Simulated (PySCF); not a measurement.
Structure problem from calculated spectra and properties.

Elements present: C, F and H. Monoisotopic mass: 64.0125 u.

* Dipole: 2.39 D [PBE0/pcSseg-1]
* Rotational structure: rotational constants A, B, C: 21.943, 5.727, 4.542 GHz [GFN2-xTB]
* NMR, other nuclei: isotropic shieldings of nuclei other than C and H, by class: 336 (2 F) ppm [GIAO PBE0/pcSseg-1]
* 1H NMR: chemical shifts (computed TMS as zero) by class: 6.46 (2 H) ppm [GIAO PBE0/pcSseg-1]
* 13C NMR: chemical shifts (computed TMS as zero) by class: 145.6 (2 C) ppm [GIAO PBE0/pcSseg-1]

Gas-phase values; electronic properties from PySCF, density fitting. Levels stand in brackets. Isolated species at its GFN2-xTB geometry, gas phase. NMR classes are plain means over equivalent atoms (diastereotopic ones count apart unless rotation or inversion swaps them), as if these changed places fast.

**Question.** Which formula fits the mass and the elements?

**Answer.** C2H2F2 (calculated 64.0125). No other formula that holds each of these elements comes within 0.0003 u with a fitting electron parity and a possible valence count.

**Question.** Give a SMILES that accounts for the data.

**Answer.** Numbering: `[F:1]/[CH:2]=[CH:3]\[F:4]`. Its formula, C2H2F2, gives 1 degree of unsaturation: 0 rings and 1 π bond in the structure found. 2 carbons fall into 1 class: vinylic C–F carbon [C2/C3] (145.6 ppm, 2 C). All hydrogens form one class (6.46 ppm): vinylic hydrogen. The other shieldings belong to: 336 ppm, vinyl fluorine [F1/F4]. The optimised geometry has point group C2v and is an asymmetric top. Structure: `C(/F)=C/F`. The assignments are read from this structure; whether some other isomer fits the data as well wasn't checked.
